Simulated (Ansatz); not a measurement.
We consider hcp Be, described by PBEsol (Ansatz, a first-principles code, plane waves, PAW).

Run with plane-wave cutoff 520 eV, 24×24×12 k mesh (along the axes of the cell as run), Fermi–Dirac smearing 0.1 eV, perturbation theory, scalar-relativistic PAW data made under PBE.

The cell has the measured lattice parameters. Conventional cell: a = 2.2860 Å, b = 2.2860 Å, c = 3.5842 Å, α = 90.00°, β = 90.00°, γ = 120.00°.

```yaml
crystal:
  lattice:
    - [2.28600, 0.00000, 0.00000]
    - [-1.14300, 1.97973, 0.00000]
    - [0.00000, 0.00000, 3.58420]
  atoms:
    - { symbol: Be, position: [0.66667, 0.33333, 0.75000] }
    - { symbol: Be, position: [0.33333, 0.66667, 0.25000] }
```

Harmonic phonon frequencies (cm⁻¹; i marks an imaginary mode):

| q point | frequencies |
|---|---|
| Γ | … |
| M | 392 420 559 567 574 582 |
| K | 486 486 494 494 523 623 |
| A | 354 354 354 354 488 488 |
| L | … |
| H | … |

Problem. What belongs in the gaps?

Solution. 
- Γ, frequencies: 0 0 0 457 457 672
- L, frequencies: 477 477 501 501 631 631
- H, frequencies: 410 410 571 571 633 633

No imaginary mode appears at these points.

Note: the cell isn't this level's own, so it is under some stress, which shifts stiffness and frequencies.
